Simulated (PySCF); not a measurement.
Atoms are numbered as in `[CH3:1][S:2][CH2:3][P:4]([CH3:5])[CH3:6]`. Hydrogens are named by the atom that carries them.

Geometry: GFN2-xTB; GIAO absolute shieldings from PySCF, gas phase, non-relativistic, averaged over equivalent atoms.

At PBE0/MINI (49 basis functions, 4.8 s wall time on 1 thread of an Arm Neoverse V1, shared host):
```tsv
atoms	σ (ppm)
C3	189.9
C1	203.3
C5/C6	208.5
S2	745.9
P4	647.9
H(C3)	29.16
H(C1)	29.42
H(C5)/H(C6)	29.89
```

Task: Estimate the result of repeating the calculation with PBE0/pcSseg-1.

Result: 
```csv
atoms,σ at PBE0/pcSseg-1,change
C3,142.8,-47.1
C1,167.0,-36.3
C5/C6,169.3,-39.2
S2,578.1,-167.8
P4,405.0,-242.9
H(C3),29.48,+0.32
H(C1),29.56,+0.14
H(C5)/H(C6),30.66,+0.77
```

The largest change is at P4 (phosphorus bonded to 3 C). Cost: 171 basis functions, 18 s wall time on 1 thread of an Arm Neoverse V2, shared host. The order of the carbon signals is the same at both levels.
